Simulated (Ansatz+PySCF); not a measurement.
Values are calculated unless marked as measured or tabulated.
A run of Ansatz (development build ahead of 0.2.0) on triplet NH3 at this shape:

```xyz
4

N     0.0000    0.0000   -0.4711
H     0.0000    0.0000    3.2974
H    30.0000    0.0000   -1.3696
H    30.0000    0.0000    1.3696
```

Its results:

```yaml
Converged: yes
Reference_energy: -55.57542 hartree
Correlation_energy: -0.12873 hartree
Total_energy: -55.70415 hartree
Spin_squared_of_the_determinant: 2.000
Stability_test: minimum among restricted orbitals
```

Forces (eV/Å):
| atom | Fx | Fy | Fz |
| --- | --- | --- | --- |
| N1 | 0.000 | 0.000 | 0.003 |
| H2 | 0.000 | 0.000 | -0.003 |
| H3 | 0.000 | 0.000 | 0.444 |
| H4 | 0.000 | 0.000 | -0.444 |

Problem. Which input gives this output? Name the method, the orbitals and the basis set, and write the input.

Solution. ROHF-MP2 in 6-31G.

```yaml
crystal:
  periodic: [false, false, false]
  atoms:
    - { symbol: "N", position_ang: [0.0, 0.0, -0.47105] }
    - { symbol: H, position_ang: [0.0, 0.0, 3.29737] }
    - { symbol: H, position_ang: [30.0, 0.0, -1.36958] }
    - { symbol: H, position_ang: [30.0, 0.0, 1.36958] }
basis:
  gaussian: { orbitals: "6-31G" }
magnetization:
  initial_magnetization: 2
hamiltonian:
  xc: hf
correlation:
  method: mp2
  frozen_orbitals: { H: 0, "N": 1 }
output:
  forces: true
```

Caution: large amplitudes, a single reference is doubtful; this determinant is likely not that of the ground state; an unrestricted determinant lies well below; a plain start can end on a higher determinant; another reference gives a lower total.
